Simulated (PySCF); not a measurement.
Molecule: `C=N[C@H]1CC1=C`, C₅H₇N.

Molfile (atoms numbered from 1):
```
C5H7N
     RDKit          3D

 13 13  0  0  0  0  0  0  0  0999 V2000
    2.4481    0.0395   -0.0279 C   0  0  0  0  0  0  0  0  0  0  0  0
    1.3115   -0.0656    0.5160 N   0  0  0  0  0  0  0  0  0  0  0  0
    0.1988   -0.3821   -0.2936 C   0  0  1  0  0  0  0  0  0  0  0  0
   -0.9502   -1.1550    0.3664 C   0  0  0  0  0  0  0  0  0  0  0  0
   -1.0930    0.2518    0.0311 C   0  0  0  0  0  0  0  0  0  0  0  0
   -1.7979    1.3698    0.0336 C   0  0  0  0  0  0  0  0  0  0  0  0
    3.3217    0.2875    0.5906 H   0  0  0  0  0  0  0  0  0  0  0  0
    2.6231   -0.1064   -1.1125 H   0  0  0  0  0  0  0  0  0  0  0  0
    0.3900   -0.6052   -1.3578 H   0  0  0  0  0  0  0  0  0  0  0  0
   -1.4557   -1.9177   -0.2357 H   0  0  0  0  0  0  0  0  0  0  0  0
   -0.8004   -1.4139    1.4201 H   0  0  0  0  0  0  0  0  0  0  0  0
   -1.3758    2.3018   -0.3527 H   0  0  0  0  0  0  0  0  0  0  0  0
   -2.8201    1.3956    0.4224 H   0  0  0  0  0  0  0  0  0  0  0  0
  1  2  2  0
  2  3  1  0
  3  4  1  0
  4  5  1  0
  5  6  2  0
  5  3  1  0
  1  7  1  0
  1  8  1  0
  3  9  1  6
  4 10  1  0
  4 11  1  0
  6 12  1  0
  6 13  1  0
M  END
```

Spin–spin couplings on one PBE0-D3(BJ)/def2-SVP geometry, PySCF 2.14, gas phase, non-relativistic, equivalent pairs averaged (spin–dipole term only in couplings to heteroatoms); isotopes ¹³C, ¹H; basis pcJ-1.

Q: How do the couplings (Hz) change with the functional? Times are CPU seconds on shared hosts with different chips, so compare them loosely.

A: 
```
functional  functions  ¹J(C1,H7)  ¹J(C4,H11)  ¹J(C4,H10)  ¹J(C6,H13)  ¹J(C6,H12)  ¹J(C3,H9)  ¹J(C1,H8)  core-s
       LDA        232      150.2       134.4       134.3       133.7       133.7      132.4      123.9      23
       PBE        232      176.4       158.7       158.3       157.9       158.2      155.4      145.3      34
       KT2        232      191.3       170.3       170.0       169.5       170.1      166.0      154.6      34
     B3LYP        232      192.0       172.3       172.0       172.3       172.9      170.3      161.8      30
      PBE0        232      181.9       163.7       162.6       163.2       163.8      161.3      152.3      48
     B97-2        232      175.6       156.2       155.3       157.1       157.6      154.3      147.8      36
 BHandHLYP        232      206.1       184.4       183.4       185.8       186.8      182.8      176.6      29
 CAM-B3LYP        232      189.5       169.6       168.9       169.5       170.1      168.0      160.1      40
``` Left out for a near triplet instability: HF/pcJ-1.
